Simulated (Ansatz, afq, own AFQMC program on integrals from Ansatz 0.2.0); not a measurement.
# AlGeH$_{2}$, doublet in cc-pVDZ, levels against CCSDT(Q)

```xyz
4

Ge    0.0000    0.0029    0.5889
Al    0.0000   -0.0643   -1.4673
H     0.0000    1.1853   -0.3531
H     0.0000    0.3270   -2.8087
```

Connectivity, by distances: Ge–AlH, 1 bridging H.

Basis cc-pVDZ. Only valence electrons are correlated. AFQMC by an in-house program on the Cholesky factors that Ansatz 0.2.0 writes for its CCSD(T) run. ph-AFQMC/CISD is guided by a CISD state made of CCSD amplitudes; releasing the constraint for a short imaginary time cuts its bias at the price of noise, slowly where states lie close. Free AFQMC starts from the CCSD state and is never constrained. Its projection time is finite, and what remains of the start isn't in its error. Error bars are statistical, one sigma. No spin–orbit coupling.

Determinant: ROHF, the one that the program's search chose, which needn't be the lowest solution. The geometry is a point of a scan.

No full CI on the walks' own integrals is used here; CCSDT(Q) serves as the reference and is uncertain by about the last step of the cluster series.

Cautions: no relativity below Rb; no spin-orbit coupling; inner d shell frozen.

```
T1 diagnostic                               : 0.0193
weight of the determinant in the CISD state : 0.882
size of the correlated space                : 9 electrons in 36 orbitals
```

```json
{"level": "MP2", "correlation energy (eV)": "-3.6919"}
{"level": "CCSD", "correlation energy (eV)": "-4.5324"}
{"level": "CCSD(T)", "correlation energy (eV)": "-4.6816"}
```

Question: Estimate where free-projection AFQMC lies against CCSD(T) on the same integrals.

Answer: 0.55 ± 0.33 kcal/mol below CCSD(T). The gap is under twice the noise, so this walk alone can't tell the two apart.

Reference: CCSDT(Q), correlation energy -4.720 eV. The released energy is read at 2.40 1/Eh (meV from the phaseless value at times in 1/Eh: -11 ± 10 at 0.24, -8 ± 10 at 0.51, -6 ± 9 at 0.99, -14 ± 10 at 1.62, -16 ± 11 at 2.40).

```
         level  E − E(reference) (kcal/mol)  share of correlation (%)
       CCSD(T)                         0.88                     99.19
         CCSDT                         0.19                     99.83
 ph-AFQMC/CISD                  0.52 ± 0.22                     99.52
released AFQMC                  0.15 ± 0.26                     99.87
    free AFQMC                  0.33 ± 0.33                     99.69
```

Free projections are given only where their last times agree within the noise and don't stop above the reference; a slow remainder of the start can still hide under it. A walk keeps the symmetry of its determinant, which the program's search chose and which needn't be the lowest solution, so a lower state of the same spin and another symmetry isn't excluded. Released energies are given only where the last usable release times agree within the noise; a slower fall can still hide under it.
